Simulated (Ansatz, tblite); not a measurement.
**The cluster Na5−: rung by rung**

The task here is to estimate one member of a computed series from the others.

Method: as each input shows; program: Ansatz 0.2.0, Gaussian basis.

Levels to be run: GFN2-xTB, PBE/def2-TZVPD, r2SCAN/def2-TZVPD, HF/def2-TZVPD, LDA/def2-TZVPD, B2PLYP/def2-TZVPD, B97M-V/def2-TZVPD, CAM-B3LYP/def2-TZVPD, PBE/def2-SVPD, PBE0/def2-SVPD, HF/STO-3G, CCSD(T)/def2-TZVPPD, MP2/def2-TZVPD, RPA/def2-TZVPD.

1 further run of the same task is left out (set aside as unsound or not needed).

### The structure

The singlet was relaxed beforehand with PBE0/def2-SVPD. At that level it is the lowest of the isomers that a small search found.

5 atoms, charge -1, spin multiplicity 1.

Bond lengths: Na1–Na2 3.804 Å, Na1–Na3 3.352 Å, Na1–Na5 3.759 Å, Na2–Na5 3.393 Å, Na3–Na4 3.808 Å, Na3–Na5 3.746 Å, Na4–Na5 3.395 Å. Angles: Na2–Na1–Na3 116.6°, Na2–Na1–Na5 53.3°, Na3–Na1–Na5 63.3°, Na1–Na2–Na5 62.7°, Na1–Na3–Na4 117.1°, Na1–Na3–Na5 63.7°, Na4–Na3–Na5 53.4°, Na3–Na4–Na5 62.4°, Na1–Na5–Na2 64.0°, Na1–Na5–Na3 53.1°, Na1–Na5–Na4 117.3°, Na2–Na5–Na3 117.1°, Na2–Na5–Na4 178.7°, Na3–Na5–Na4 64.2°.

The ion is computed in the gas phase, without counter-ions or solvent.

PBE0/def2-TZVPD was run before; its log isn't repeated, and its numbers join the tables.

Set-up of the first run:

Tight binding, by tblite at 300 K electronic temperature and without a spin-polarisation term:

```python
tblite.interface.Calculator('GFN2-xTB', numbers, positions, charge=-1, uhf=0).singlepoint()
```

start.molden holds the orbitals of an earlier run on this state, given as this run's starting guess.

in.yaml

```yaml
crystal:
  periodic: [false, false, false]
  atoms:
    - {symbol: Na, position_ang: [0.479183, -0.107890, -2.592455]}
    - {symbol: Na, position_ang: [-1.792879, 2.767958, -1.574638]}
    - {symbol: Na, position_ang: [1.568823, -2.102934, -0.128468]}
    - {symbol: Na, position_ang: [0.416137, -1.279430, 3.406609]}
    - {symbol: Na, position_ang: [-0.671255, 0.722296, 0.888963]}
basis:
  gaussian: {orbitals: def2-TZVPD, initial_orbitals: start.molden}
total_charge: -1
hamiltonian: {xc: pbe}
scf: {omitted_lower_state_checks: [starts]}
output: {forces: true, orbitals: {seedname: orbitals}}
```

The run is started by

```
$ ansatz run in.yaml --threads 4 --pin off --events-out ev --progress --plain --max-ram 3916MiB
```

Steps of the session up to this table: PBE/def2-TZVPD; r2SCAN/def2-TZVPD; HF/def2-TZVPD; LDA/def2-TZVPD; B2PLYP/def2-TZVPD; B97M-V/def2-TZVPD; CAM-B3LYP/def2-TZVPD; PBE/def2-SVPD; PBE0/def2-SVPD; HF/STO-3G; CCSD(T)/def2-TZVPPD; MP2/def2-TZVPD; RPA/def2-TZVPD.

One table of the session follows, with a row left open; its other results are not shown here.

| level | HOMO (eV) | LUMO (eV) | gap (eV) |
| --- | --- | --- | --- |
| HF/STO-3G | 10.95 | 15.84 | 4.89 |
| HF/def2-TZVPD | -0.85 | 2.21 | 3.06 |
| LDA/def2-TZVPD | 0.06 | 0.72 | 0.66 |
| PBE/def2-SVPD | 0.15 | 0.80 | 0.65 |
| PBE/def2-TZVPD | 0.12 | 0.77 | 0.65 |
| r2SCAN/def2-TZVPD | 0.11 | 0.83 | 0.72 |
| B97M-V/def2-TZVPD | 0.12 | 0.74 | 0.62 |
| PBE0/def2-SVPD | -0.21 | 1.15 | 1.36 |
| PBE0/def2-TZVPD | -0.23 | 1.12 | 1.35 |
| CAM-B3LYP/def2-TZVPD | ? | ? | ? |

Q: Estimate the row for CAM-B3LYP/def2-TZVPD from the others.

**Answer.** HOMO (eV): -0.76; LUMO (eV): 1.70; gap (eV): 2.46. In the column «HOMO (eV)» it lies between HF/def2-TZVPD (-0.85) and PBE0/def2-TZVPD (-0.23).
